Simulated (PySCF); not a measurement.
Species: C4H4S.
SMILES: `CC#CC=S`

Method: CAM-B3LYP/def2-SVPD in PySCF (dipole) on a GFN2-xTB geometry, gas phase.

Take the most abundant isotopes and a rigid rotor. 

Question: What are A, B and C (MHz)?

Answer: Ia = 21.08, Ib = 327.56, Ic = 345.47 u·Å²; 505379 MHz·u·Å²/I gives A = 23980, B = 1543, C = 1463 MHz.

Question: What kind of rotor is it?

Answer: A near-prolate asymmetric top. Ray's parameter κ = (2B − A − C)/(A − C) = -0.993; −1 is the prolate and +1 the oblate limit.

Question: Is it planar, by Δ = Ic − Ia − Ib?

Answer: Not planar: Δ = Ic − Ia − Ib = -3.16 u·Å². For a rigid frame Δ = −2 Σ m c², so Σ m c² = 1.58 u·Å² lies off the ab plane, practically all of it from hydrogen. The atom farthest from that plane is 0.96 Å away.

Question: List the rotational levels J(Ka,Kc) to J = 3 (MHz).

Answer: Above 0(0,0):
J = 1: 1(0,1) 3006, 1(1,1) 25443, 1(1,0) 25523
J = 2: 2(0,2) 9017, 2(1,2) 31374, 2(1,1) 31614, 2(2,1) 98925, 2(2,0) 98925
J = 3: 3(0,3) 18033, 3(1,3) 40271, 3(1,2) 40751, 3(2,2) 107942, 3(2,1) 107943, 3(3,1) 220327, 3(3,0) 220327
The levels of one J sum to (2J + 1)J(J + 1)(A + B + C)/3.

Question: Which types of transition are allowed, and where do some lines up to J = 5 fall?

Answer: The dipole components are |μa| = 3.47 D, |μb| = 0.82 D, |μc| = 0.01 D. The squared components, which scale the intensities, stand as 1.00 : 0.06 : 0.00 (a : b : c). Some lines, for components of 0.1 D or more:

```json
{"type": "a", "branch": "R", "J(Ka,Kc)": "3(1,3) ← 2(1,2)", "MHz": "8897", "lower level (cm⁻¹)": "1.047"}
{"type": "a", "branch": "R", "J(Ka,Kc)": "3(0,3) ← 2(0,2)", "MHz": "9016", "lower level (cm⁻¹)": "0.301"}
{"type": "b", "branch": "Q", "J(Ka,Kc)": "1(1,0) ← 1(0,1)", "MHz": "22517", "lower level (cm⁻¹)": "0.100"}
{"type": "b", "branch": "Q", "J(Ka,Kc)": "2(1,1) ← 2(0,2)", "MHz": "22597", "lower level (cm⁻¹)": "0.301"}
{"type": "b", "branch": "Q", "J(Ka,Kc)": "4(1,3) ← 4(0,4)", "MHz": "22880", "lower level (cm⁻¹)": "1.003"}
{"type": "b", "branch": "R", "J(Ka,Kc)": "2(1,2) ← 1(0,1)", "MHz": "28368", "lower level (cm⁻¹)": "0.100"}
{"type": "b", "branch": "R", "J(Ka,Kc)": "5(1,5) ← 4(0,4)", "MHz": "36907", "lower level (cm⁻¹)": "1.003"}
{"type": "b", "branch": "Q", "J(Ka,Kc)": "5(2,3) ← 5(1,4)", "MHz": "66839", "lower level (cm⁻¹)": "2.274"}
{"type": "b", "branch": "Q", "J(Ka,Kc)": "4(2,3) ← 4(1,4)", "MHz": "67831", "lower level (cm⁻¹)": "1.739"}
{"type": "b", "branch": "Q", "J(Ka,Kc)": "5(2,4) ← 5(1,5)", "MHz": "68032", "lower level (cm⁻¹)": "2.234"}
{"type": "b", "branch": "R", "J(Ka,Kc)": "4(3,1) ← 3(2,2)", "MHz": "124408", "lower level (cm⁻¹)": "3.601"}
{"type": "b", "branch": "Q", "J(Ka,Kc)": "5(4,1) ← 5(3,2)", "MHz": "157338", "lower level (cm⁻¹)": "8.252"}
{"type": "b", "branch": "Q", "J(Ka,Kc)": "4(4,1) ← 4(3,2)", "MHz": "157338", "lower level (cm⁻¹)": "7.750"}
{"type": "b", "branch": "R", "J(Ka,Kc)": "4(4,1) ← 3(3,0)", "MHz": "169362", "lower level (cm⁻¹)": "7.349"}
{"type": "b", "branch": "Q", "J(Ka,Kc)": "5(5,1) ← 5(4,2)", "MHz": "202292", "lower level (cm⁻¹)": "13.500"}
```

Not checked by GFN2-xTB frequencies. Constants of a rigid frame at the computed geometry: no zero-point averaging, no centrifugal distortion. A rigid rotor knows nothing of internal rotation, which can split or shift real lines.
